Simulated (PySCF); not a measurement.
**monosulfur monofluoride: calculation against experiment**

**The experiment to reproduce.**

From Liu, Meijer, Perez-Rios, Phys. Chem. Chem. Phys. 22 (2020) 24191, for the gas: dipole moment 0.87 D.

How close the calculation comes is told at the end.

Species: monosulfur monofluoride, SF (doublet state).
Numbering: `[F:1][S:2]`

Structure used (PBE0-D3(BJ)/def2-SVP), in Å, numbered top down from 1:
```
atom  x, y, z in Å
F1     0.8106   -0.0037   -0.0081
S2    -0.8051    0.0063   -0.0202
```

The PySCF runs (gas phase, on this PBE0-D3(BJ)/def2-SVP geometry; no spin–orbit coupling):

| level | job | basis functions | wall time |
| --- | --- | --- | --- |
| PBE0-D3(BJ)/def2-SVP, grid level 1 | geometry optimisation from a GFN2-xTB start | 32 | 1.3 s |

Hardware: an Arm Neoverse V1 with one thread, shared host.

## Comparison

**Dipole moment.** Measured: 0.87 D (Liu, Meijer, Perez-Rios, Phys. Chem. Chem. Phys. 22 (2020) 24191).

| level | computed (D) | computed − measured (D) | % (from the printed values) |
| --- | --- | --- | --- |
| PBE0-D3(BJ)/def2-SVP | 1.08 | +0.21 | +24 |

The computed dipoles belong to one fixed geometry; measured ones are averaged over vibrations unless marked μe. Magnitudes are compared, not signs.

The geometry is computed, not the measured one. Where a level misses, the cause wasn't examined.
